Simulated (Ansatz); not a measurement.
`C=[N][AlH2]`. Charge 0, multiplicity 1.

| atom | x (Å) | y (Å) | z (Å) |
| --- | --- | --- | --- |
| C1 | -0.906 | -0.708 | 0.958 |
| N2 | -0.153 | -0.119 | 0.163 |
| Al3 | 0.904 | 0.707 | -0.956 |
| H4 | -1.136 | -0.311 | 1.959 |
| H5 | -1.392 | -1.665 | 0.714 |
| H6 | 0.240 | 1.742 | -1.947 |
| H7 | 2.443 | 0.355 | -0.890 |

Task: What are the harmonic wavenumbers in cm⁻¹ at PBE0-D4/def2-TZVP (Ansatz, finite differences of forces, unscaled)? (Estimate.)

Result: Computed: 144, 211, 428, 552, 579, 669, 766, 1118, 1197, 1524, 1865, 1947, 1953, 2967, 3016.

Task: Is this a minimum?

Result: Yes, all 15 modes are real.

Task: Give the ideal-gas thermochemistry at 298.15 K and 1 bar (rigid rotor, harmonic oscillator; point group C2v, symmetry number 2).

Result: Zero-point energy 113.3 kJ/mol; H(298) − E = 128.7 kJ/mol; entropy 278.7 J/(mol·K), of which translation 159.3, rotation 88.6, vibration 30.9; G(298) − E = 45.6 kJ/mol.
